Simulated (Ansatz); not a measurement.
`FCCOCF` + H₂S → `FCOCS` + fluoromethane  (substitution at a C–C bond)

Calculated with Ansatz (gas phase, PBE0-D4/def2-TZVP geometries, no zero-point term in ΔE). CCSD(T)/CBS adds triple-zeta CCSD(T) − MP2 to the extrapolated MP2 energy (def2 sets, frozen cores). This one scheme is used for every species. Functionals use def2-TZVPP. One conformer a species, not always the lowest.

Question: Is it downhill or uphill in electronic energy at CCSD(T)/CBS, and by how much? (Best estimate.)

Answer: Computed: Uphill: ΔE = +29.1 kJ/mol.

Question: What do these levels give: PBE-D4, PBE0-D4, PBE, r2SCANh, r2SCAN0, MP2/def2-QZVPP? (An estimate is asked.)

Answer: Ansatz gave: PBE-D4 24.9, PBE0-D4 28.0, PBE 25.2, r2SCANh 29.9, r2SCAN0 30.8, MP2/def2-QZVPP 26.7 kJ/mol.

Largest T1 diagnostic among the species: 0.012.

From PBE to PBE0 (25 % exact exchange), in def2-TZVPP and without D4, ΔE moves by +3.1 kJ/mol. Leaving LDA and LC-ωPBE aside and taking each functional with its dispersion term where it has one, the values, not all of them listed here, spread over 9.2 kJ/mol, from revPBE-D4 to CAM-B3LYP-D4. LDA lies +8.8 kJ/mol from PBE without D4.
